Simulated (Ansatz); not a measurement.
`BO` + F• → `[BH]O`• + H–F  (hydrogen abstraction from a B–H bond)

Computed with Ansatz on PBE0-D4/def2-TZVP structures; ΔE is electronic, products minus reactants. CBS: def2 TZ/QZ extrapolation, frozen cores. No spin–orbit coupling; open shells (•) take unrestricted orbitals. Spin–orbit coupling would lower the free atoms: a little for F.

```
 species  CCSD(T)/CBS(def2) energy (Eh)
    `BO`                     -101.79982
      F•                      -99.66806
`[BH]O`•                     -101.12480
     H–F                     -100.39431
```

Work out ΔE.

ΔE = (-101.12480) + (-100.39431) − (-101.79982) − (-99.66806) = -0.05123 Eh = -134.5 kJ/mol.

What do rigid-rotor, harmonic-oscillator terms from PBE0-D4/def2-TZVP frequencies (298.15 K, 1 bar) make of the CCSD(T)/CBS value? (Estimate.)

The calculation gave: ΔZPE = -5.2 kJ/mol, ΔH = -137.3 kJ/mol, ΔS = 14 J/(mol·K), ΔG = -141.5 kJ/mol. Open shells count their whole term as degenerate.

Largest T1 diagnostic among the species: 0.016.

Leaving LDA and LC-ωPBE aside and taking each functional with its dispersion term where it has one, the values, not all of them listed here, spread over 58.5 kJ/mol, from PBE-D4 to BHLYP-D4. LDA lies −43.1 kJ/mol from PBE without D4. At CCSD(T), def2-SVP lies +41.2 kJ/mol from the extrapolated value and def2-TZVPP +12.9 kJ/mol. From r2SCAN to r2SCAN0 (25 % exact exchange), in def2-TZVPP and without D4, ΔE moves by +17.5 kJ/mol.
